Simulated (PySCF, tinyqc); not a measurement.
Inside a calculation. Method: FCI on RHF in the sto-3g basis, frozen core, for HF, spin multiplicity 1. The lowest restricted solution is unstable here: a spin-polarised one lies 0.0398 hartree lower (PySCF). Computed by tinyqc, a small Python program that keeps every step (integrals from PySCF). Settings: charge = 0, multiplicity = 1, basis = sto-3g, method = RHF, frozen orbitals = 1, energy threshold = 1e-10, iteration cap = 73, orthogonalisation = symmetric, start = atomic densities, DIIS depth = 6, ci = FCI, davidson = 1. Command: `OMP_NUM_THREADS=1 python tinyqc.py 24798 24799 out.jsonl` (the two numbers bound the seeds that draw the settings). One thread of a shared host (Intel(R) Xeon(R) Processor @ 2.60GHz), about 0.1 s of CPU time with the checks. The early iterations of the SCF are left out here.

## One-electron integrals

Geometry (angstrom):

| atom | x | y | z |
|---|---|---|---|
| F | 0.000000 | 0.000000 | 0.000000 |
| H | 0.000000 | 0.000000 | 1.437000 |

Basis sto-3g: exponents (1/bohr^2) and contraction coefficients of normalised primitives:

| element | l (shell) | exponent | coefficient |
|---|---|---|---|
| F | s (1) | 166.679130 | 0.154329 |
| F | s (1) | 30.360812 | 0.535328 |
| F | s (1) | 8.216821 | 0.444635 |
| F | s (2) | 6.464803 | -0.099967 |
| F | s (2) | 1.502281 | 0.399513 |
| F | s (2) | 0.488588 | 0.700115 |
| F | p (3) | 6.464803 | 0.155916 |
| F | p (3) | 1.502281 | 0.607684 |
| F | p (3) | 0.488588 | 0.391957 |
| H | s (1) | 3.425251 | 0.154329 |
| H | s (1) | 0.623914 | 0.535328 |
| H | s (1) | 0.168855 | 0.444635 |

Overlap, kinetic and nuclear-attraction integrals over the contracted functions; the nuclear repulsion is the sum of Za Zb / Rab.

nuclear repulsion = 3.31426228 hartree

overlap S:
```
           1F 1s     1F 2s    1F 2px    1F 2py    1F 2pz     2H 1s
1F 1s   1.000000  0.237990  0.000000  0.000000  0.000000  0.014668
1F 2s   0.237990  1.000000  0.000000  0.000000  0.000000  0.184090
1F 2px  0.000000  0.000000  1.000000  0.000000  0.000000  0.000000
1F 2py  0.000000  0.000000  0.000000  1.000000  0.000000  0.000000
1F 2pz  0.000000  0.000000  0.000000  0.000000  1.000000  0.169466
2H 1s   0.014668  0.184090  0.000000  0.000000  0.169466  1.000000
```

kinetic energy T (hartree):
```
            1F 1s      1F 2s    1F 2px    1F 2py    1F 2pz      2H 1s
1F 1s   36.984577  -0.212858  0.000000  0.000000  0.000000  -0.004592
1F 2s   -0.212858   1.037995  0.000000  0.000000  0.000000  -0.010455
1F 2px   0.000000   0.000000  3.248015  0.000000  0.000000   0.000000
1F 2py   0.000000   0.000000  0.000000  3.248015  0.000000   0.000000
1F 2pz   0.000000   0.000000  0.000000  0.000000  3.248015   0.029427
2H 1s   -0.004592  -0.010455  0.000000  0.000000  0.029427   0.760032
```

nuclear attraction V (hartree):
```
             1F 1s       1F 2s      1F 2px      1F 2py      1F 2pz      2H 1s
1F 1s   -77.377831   -9.264449    0.000000    0.000000   -0.006131  -0.584700
1F 2s    -9.264449  -11.909421    0.000000    0.000000   -0.076656  -1.494662
1F 2px    0.000000    0.000000  -11.805506    0.000000    0.000000   0.000000
1F 2py    0.000000    0.000000    0.000000  -11.805506    0.000000   0.000000
1F 2pz   -0.006131   -0.076656    0.000000    0.000000  -11.840003  -1.153260
2H 1s    -0.584700   -1.494662    0.000000    0.000000   -1.153260  -4.523330
```

core Hamiltonian H = T + V (hartree):
```
             1F 1s       1F 2s     1F 2px     1F 2py     1F 2pz      2H 1s
1F 1s   -40.393254   -9.477306   0.000000   0.000000  -0.006131  -0.589292
1F 2s    -9.477306  -10.871425   0.000000   0.000000  -0.076656  -1.505116
1F 2px    0.000000    0.000000  -8.557492   0.000000   0.000000   0.000000
1F 2py    0.000000    0.000000   0.000000  -8.557492   0.000000   0.000000
1F 2pz   -0.006131   -0.076656   0.000000   0.000000  -8.591988  -1.123833
2H 1s    -0.589292   -1.505116   0.000000   0.000000  -1.123833  -3.763298
```

## Two-electron integrals

Functions are numbered as in S; the eight-fold symmetry (ij|kl) = (ji|kl) = (kl|ij) leaves the list below.

Two-electron integrals (ij|kl) in chemists' order, unique and non-zero (hartree):
```
(11|11) 5.403501   (21|11) 0.841920   (21|21) 0.156299   (22|11) 1.268028
(22|21) 0.292344   (22|22) 0.926167   (31|31) 0.027998   (32|31) 0.043169
(32|32) 0.204588   (33|11) 1.264502   (33|21) 0.292403   (33|22) 0.925959
(33|33) 0.997514   (41|41) 0.027998   (42|41) 0.043169   (42|42) 0.204588
(43|43) 0.053770   (44|11) 1.264502   (44|21) 0.292403   (44|22) 0.925959
(44|33) 0.889973   (44|44) 0.997514   (51|51) 0.027998   (52|51) 0.043169
(52|52) 0.204588   (53|53) 0.053770   (54|54) 0.053770   (55|11) 1.264502
(55|21) 0.292403   (55|22) 0.925959   (55|33) 0.889973   (55|44) 0.889973
(55|55) 0.997514   (61|11) 0.052502   (61|21) 0.009672   (61|22) 0.018003
(61|33) 0.017980   (61|44) 0.017980   (61|51) 0.000363   (61|52) 0.000689
(61|55) 0.018053   (61|61) 0.000604   (62|11) 0.153401   (62|21) 0.035930
(62|22) 0.129702   (62|33) 0.127791   (62|44) 0.127791   (62|51) 0.002380
(62|52) 0.019950   (62|55) 0.133394   (62|61) 0.002255   (62|62) 0.023839
(63|31) 0.003508   (63|32) 0.021790   (63|53) 0.004035   (63|63) 0.003325
(64|41) 0.003508   (64|42) 0.021790   (64|54) 0.004035   (64|64) 0.003325
(65|11) 0.113375   (65|21) 0.026871   (65|22) 0.104074   (65|33) 0.099934
(65|44) 0.099934   (65|51) 0.005008   (65|52) 0.036409   (65|55) 0.112235
(65|61) 0.001742   (65|62) 0.023620   (65|65) 0.026621   (66|11) 0.366241
(66|21) 0.087124   (66|22) 0.363595   (66|33) 0.354142   (66|44) 0.354142
(66|51) 0.005882   (66|52) 0.070949   (66|55) 0.382304   (66|61) 0.005476
(66|62) 0.092755   (66|65) 0.108298   (66|66) 0.774606
```

## Orthogonalisation

S = U s U^T; symmetric (Loewdin) form X = U s^(-1/2) U^T, so that X^T S X = 1.

eigenvalues of S: 0.685461  0.867130  1.000000  1.000000  1.118237  1.329173

X:
```
            1F 1s      1F 2s    1F 2px    1F 2py     1F 2pz      2H 1s
1F 1s    1.022398  -0.125127  0.000000  0.000000  -0.001537   0.010056
1F 2s   -0.125127   1.036219  0.000000  0.000000   0.012600  -0.098034
1F 2px   0.000000   0.000000  1.000000  0.000000   0.000000   0.000000
1F 2py   0.000000   0.000000  0.000000  1.000000   0.000000   0.000000
1F 2pz  -0.001537   0.012600  0.000000  0.000000   1.011294  -0.088259
2H 1s    0.010056  -0.098034  0.000000  0.000000  -0.088259   1.024848
```

## Iteration 7 (converged): orbitals

converged F (hartree):
```
             1F 1s      1F 2s     1F 2px     1F 2py     1F 2pz      2H 1s
1F 1s   -25.924572  -6.626483   0.000000   0.000000  -0.011414  -0.417767
1F 2s    -6.626483  -3.011745   0.000000   0.000000  -0.006106  -0.446017
1F 2px    0.000000   0.000000  -0.465543   0.000000   0.000000   0.000000
1F 2py    0.000000   0.000000   0.000000  -0.465543   0.000000   0.000000
1F 2pz   -0.011414  -0.006106   0.000000   0.000000  -0.174332  -0.350780
2H 1s    -0.417767  -0.446017   0.000000   0.000000  -0.350780  -0.204063
```

Diagonalise F' = X^T F X, C = X C', fill 5 alpha and 5 beta electrons from the bottom; D = 2 C_occ C_occ^T. Each column has its largest component positive (the first on a tie).

F' = X^T F X (hartree):
```
            1          2          3          4          5          6
1  -25.458068  -3.384750   0.000000   0.000000  -0.022612  -0.011405
2   -3.384750  -1.842265   0.000000   0.000000   0.039584  -0.222152
3    0.000000   0.000000  -0.465543   0.000000   0.000000   0.000000
4    0.000000   0.000000   0.000000  -0.465543   0.000000   0.000000
5   -0.022612   0.039584   0.000000   0.000000  -0.116787  -0.338083
6   -0.011405  -0.222152   0.000000   0.000000  -0.338083  -0.089806
```

orbital energies (hartree): MO1 -25.933694, MO2 -1.403196, MO3 -0.465543, MO4 -0.465543, MO5 -0.426884, MO6 0.256848

coefficients C:
```
              MO1        MO2       MO3        MO4        MO5        MO6
1F 1s    0.995056  -0.261040  0.000000   0.000000   0.036083   0.038449
1F 2s    0.020120   1.012627  0.000000   0.000000  -0.181681  -0.200872
1F 2px   0.000000   0.000000  0.009509   0.999955   0.000000   0.000000
1F 2py   0.000000   0.000000  0.999955  -0.009509   0.000000   0.000000
1F 2pz   0.000769   0.009312  0.000000   0.000000   0.687324  -0.747104
2H 1s   -0.002060   0.072922  0.000000   0.000000   0.625930   0.818966
```

D after iteration 7:
```
            1F 1s      1F 2s    1F 2px    1F 2py     1F 2pz      2H 1s
1F 1s    2.119161  -0.501742  0.000000  0.000000   0.046270   0.003000
1F 2s   -0.501742   2.117652  0.000000  0.000000  -0.230858  -0.079837
1F 2px   0.000000   0.000000  2.000000  0.000000   0.000000   0.000000
1F 2py   0.000000   0.000000  0.000000  2.000000   0.000000   0.000000
1F 2pz   0.046270  -0.230858  0.000000  0.000000   0.945004   0.861789
2H 1s    0.003000  -0.079837  0.000000  0.000000   0.861789   0.794221
```

Within a degenerate level the vectors are fixed only up to a rotation; this is one choice.

## Convergence

Stop when the energy changes by less than 1e-10 hartree and every element of the error matrix X^T (F D S - S D F) X is below 3e-06.

Course of the cycle:

| iteration | E (hartree) | change | largest element of the error matrix |
|---|---|---|---|
| 1 | -99.00821044 | - | 5.11e-01 |
| 2 | -98.33617188 | 6.72e-01 | 3.58e-01 |
| 3 | -98.43721188 | -1.01e-01 | 3.76e-02 |
| 4 | -98.43815101 | -9.39e-04 | 1.70e-03 |
| 5 | -98.43815325 | -2.24e-06 | 1.67e-04 |
| 6 | -98.43815326 | -1.69e-08 | 8.03e-06 |
| 7 | -98.43815326 | -3.88e-11 | 2.17e-08 |

PySCF RHF in the same basis = -98.43815326 hartree

Converged in 7 iterations.

## Integrals over molecular orbitals

(pq|rs) = sum C_ip C_jq C_kr C_ls (ij|kl), one index at a time.

one-electron integrals over orbitals h = C^T H C (hartree):
```
            1          2          3          4          5          6
1  -40.376222   0.729064   0.000000   0.000000  -0.094495  -0.105528
2    0.729064  -9.113335   0.000000   0.000000   0.403700   0.593606
3    0.000000   0.000000  -8.557492   0.000000   0.000000   0.000000
4    0.000000   0.000000   0.000000  -8.557492   0.000000   0.000000
5   -0.094495   0.403700   0.000000   0.000000  -6.453014   2.439709
6   -0.105528   0.593606   0.000000   0.000000   2.439709  -5.861104
```

Two-electron integrals over orbitals (pq|rs), unique and non-zero (hartree); the lowest 1 orbital is frozen and left out:
```
(22|22) 0.882695    (32|32) 0.191985    (33|22) 0.901355    (33|33) 0.997514
(42|42) 0.191985    (43|43) 0.053770    (44|22) 0.901355    (44|33) 0.889973
(44|44) 0.997514    (52|22) -0.043819   (52|33) -0.053846   (52|44) -0.053846
(52|52) 0.122070    (53|32) -0.020598   (53|53) 0.031603    (54|42) -0.020598
(54|54) 0.031603    (55|22) 0.659395    (55|33) 0.645296    (55|44) 0.645296
(55|52) -0.005825   (55|55) 0.640288    (62|22) -0.063309   (62|33) -0.063734
(62|44) -0.063734   (62|52) -0.086210   (62|55) -0.018808   (62|62) 0.091354
(63|32) -0.021304   (63|53) -0.024425   (63|63) 0.027986    (64|42) -0.021304
(64|54) -0.024425   (64|64) 0.027986    (65|22) -0.267050   (65|33) -0.268678
(65|44) -0.268678   (65|52) 0.065678    (65|55) -0.083282   (65|62) 0.025942
(65|65) 0.256306    (66|22) 0.618633    (66|33) 0.605788    (66|44) 0.605788
(66|52) 0.034781    (66|55) 0.628037    (66|62) -0.044647   (66|65) -0.030935
(66|66) 0.648402
```

## FCI: determinants and Hamiltonian

one-electron integrals dressed by the frozen orbital, h + 2 (pq|11) - (p1|1q) (hartree):
```
           2          3          4          5          6
2  -6.704062   0.000000   0.000000   0.223833   0.378930
3   0.000000  -6.058947   0.000000   0.000000   0.000000
4   0.000000   0.000000  -6.058947   0.000000   0.000000
5   0.223833   0.000000   0.000000  -4.781868   1.557032
6   0.378930   0.000000   0.000000   1.557032  -4.256009
```

energy of the frozen orbital, 2 h_11 + (11|11) = -75.38742569 hartree

Hartree-Fock energy = -98.43815326 hartree

Slater-Condon rules over spin orbitals, with the nuclear repulsion and the energy of the frozen orbital added and E(HF) subtracted on the diagonal. Only determinants linked to the reference directly or through others are kept (one block of an abelian symmetry group), so some states are absent.

Occupation strings over the orbitals (2 doubly, a alpha, b beta, 0 empty; spin orbitals ordered 1a 1b 2a 2b ...): 222220 2222ab 2a222b 2222ba 2b222a 222202 2a22b2 222022 220222 2b22a2 202222

H - E(HF) between determinants (hartree):
```
           222220     2222ab     2a222b     2222ba     2b222a     222202     2a22b2     222022
222220   0.000000   0.000000   0.000000   0.000000   0.000000   0.256306  -0.025942   0.027986
2222ab   0.000000   0.312002  -0.008839  -0.256306  -0.025942   0.052346   0.065678   0.024425
2a222b   0.000000  -0.008839   1.132766  -0.025942  -0.091354  -0.065678  -0.236114   0.021304
2222ba   0.000000  -0.256306  -0.025942   0.312002  -0.008839  -0.052346  -0.025839  -0.024425
2b222a   0.000000  -0.025942  -0.091354  -0.008839   1.132766   0.065678   0.086210  -0.021304
222202   0.256306   0.052346  -0.065678  -0.052346   0.065678   0.656621   0.049445   0.031603
2a22b2  -0.025942   0.065678  -0.236114  -0.025839   0.086210   0.049445   1.505895   0.020598
222022   0.027986   0.024425   0.021304  -0.024425  -0.021304   0.031603   0.020598   0.723520
220222   0.027986   0.024425   0.021304  -0.024425  -0.021304   0.031603   0.020598   0.053770
2b22a2   0.025942  -0.025839   0.086210   0.065678  -0.236114  -0.049445  -0.122070  -0.020598
202222   0.091354   0.086210   0.018662  -0.086210  -0.018662   0.122070   0.087439   0.191985

           220222     2b22a2     202222
222220   0.027986   0.025942   0.091354
2222ab   0.024425  -0.025839   0.086210
2a222b   0.021304   0.086210   0.018662
2222ba  -0.024425   0.065678  -0.086210
2b222a  -0.021304  -0.236114  -0.018662
222202   0.031603  -0.049445   0.122070
2a22b2   0.020598  -0.122070   0.087439
222022   0.053770  -0.020598   0.191985
220222   0.723520  -0.020598   0.191985
2b22a2  -0.020598   1.505895  -0.087439
202222   0.191985  -0.087439   2.559363
```

## FCI: roots

Diagonalise (each vector has its largest component positive (the first on a tie)); all determinants have Ms = 0, so triplets appear too. The lowest singlet root is the correlation energy.

lowest roots of this matrix, relative to E(HF) (hartree): -0.092696  0.053558  0.531015  0.669750  0.689700  0.780086  0.985427  1.059857

lowest vectors:
```
           root 1     root 2     root 3     root 4
222220   0.943283   0.000000  -0.131137   0.000000
2222ab   0.026747   0.706516   0.666837   0.000000
2a222b  -0.010588   0.022041  -0.067975   0.000000
2222ba  -0.026747   0.706516  -0.666837   0.000000
2b222a   0.010588   0.022041   0.067975   0.000000
222202  -0.326751   0.000000  -0.267676   0.000000
2a22b2   0.021518  -0.018675  -0.063390   0.000000
222022  -0.016488   0.000000  -0.045595   0.707107
220222  -0.016488   0.000000  -0.045595  -0.707107
2b22a2  -0.021518  -0.018675   0.063390   0.000000
202222  -0.018074   0.000000  -0.019321   0.000000
```

<S^2> of these roots: 0.000000  2.000000  0.000000  0.000000  0.000000  0.000000  2.000000  0.000000

weight of the ground state by excitation level 0, 1, 2, ...: 0.889782  0.001655  0.108563

The reference has a weight of only 0.89: one determinant is a poor start here.

## The lowest root by the Davidson method

Start from the reference; add the residual divided by (theta - H_ii), orthogonalised, at each step.

Davidson iterations:

| iteration | subspace | lowest Ritz value (hartree) | residual norm |
|---|---|---|---|
| 1 | 1 | 0 | 2.77e-01 |
| 2 | 2 | -0.09015704 | 6.18e-02 |
| 3 | 3 | -0.09262147 | 9.30e-03 |
| 4 | 4 | -0.09269416 | 1.69e-03 |
| 5 | 5 | -0.09269627 | 2.43e-04 |
| 6 | 6 | -0.09269631 | 2.78e-06 |
| 7 | 7 | -0.09269631 | 1.40e-16 |
